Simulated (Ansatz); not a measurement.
Input file:

```yaml
crystal:
  periodic: [false, false, false]
  atoms:
    - {symbol: Si, position_ang: [0.000000, 0.000000, 2.088600]}
    - {symbol: Al, position_ang: [0.000000, 0.000000, -0.244867]}
    - {symbol: H, position_ang: [0.000000, 0.000000, -1.843733]}
basis:
  gaussian: {orbitals: cc-pVDZ}
magnetization: {spin_polarized: false, initial_magnetization: 4}
correlation: {method: fic_mrcisd_q, electrons: outside_noble_gas, active_space: {window: {electrons: 8, orbitals: 9}, shells: [{species: Al, l: s, shell: 3}, {species: Al, l: p, shell: 3}, {species: H, l: s, shell: 1}, {species: Si, l: s, shell: 3}, {species: Si, l: p, shell: 3}]}}
```

```sh
$ ansatz run in.yaml --threads 1 --pin off --events-out ev --progress --plain --max-ram 2393MiB
```

Log:

```
749 factors; integrals over basis functions are off by at most 1.3e-7 eV
mean field evaluation 1: about -14455.2735 eV, gradient 7.5e0 eV
mean field evaluation 2: about -14455.2768 eV, gradient 7.5e0 eV
mean field evaluation 4: about -14456.4453 eV, gradient 1.3e0 eV
mean field evaluation 8: about -14456.5200 eV, gradient 2.3e-1 eV
mean field evaluation 16: about -14456.5072 eV, gradient 1.0e0 eV
mean field evaluation 32: about -14455.8248 eV, gradient 7.1e-1 eV
mean field evaluation 64: about -14455.7328 eV, gradient 3.8e-2 eV
mean field -14456.52370338 eV, -531.2674471154 hartree, gradient 1.1e-6 eV, S^2 6.000000; 9 other end points of the search recorded, 0 dependent functions left out
reference -14456.52370338 eV, -531.2674471154 hartree; 16, 12 occupied and 25, 29 virtual orbitals, 749 factors
state -14457.74130456 eV, -531.3121931337 hartree
contracted CI cycle   1: correlation 0.00000000 eV, 0.0000000000 hartree, residual 9.26e0 eV
contracted CI cycle   2: correlation -2.15695420 eV, -0.0792666047 hartree, residual 1.95e0 eV
contracted CI cycle   3: correlation -2.25003285 eV, -0.0826871822 hartree, residual 4.51e-1 eV
contracted CI cycle   4: correlation -2.25492557 eV, -0.0828669861 hartree, residual 1.31e-1 eV
contracted CI cycle   5: correlation -2.25531096 eV, -0.0828811491 hartree, residual 3.83e-2 eV
contracted CI cycle   6: correlation -2.25534327 eV, -0.0828823365 hartree, residual 1.05e-2 eV
contracted CI cycle   7: correlation -2.25534578 eV, -0.0828824288 hartree, residual 3.12e-3 eV
contracted CI cycle   8: correlation -2.25534603 eV, -0.0828824377 hartree, residual 1.01e-3 eV
state -14457.74130456 eV, -531.3121931337 hartree; corrected -14460.15287508 eV, -531.4008167156 hartree
Total energy: -14460.15287508 eV, -531.4008167156 hartree
Checks for a lower state left out: starts, orbital_swaps
```

Natural occupations: 1.9644 1.9547 1.0038 1.0034 0.9968 0.9905 0.0469 0.0233 0.0161.

For the same geometry and basis UCCSDT(Q) lies 5.9 meV lower.

Ran on 1 thread of Arm Neoverse V1, shared host: 5.5 s wall, 0.33 GiB peak host memory.
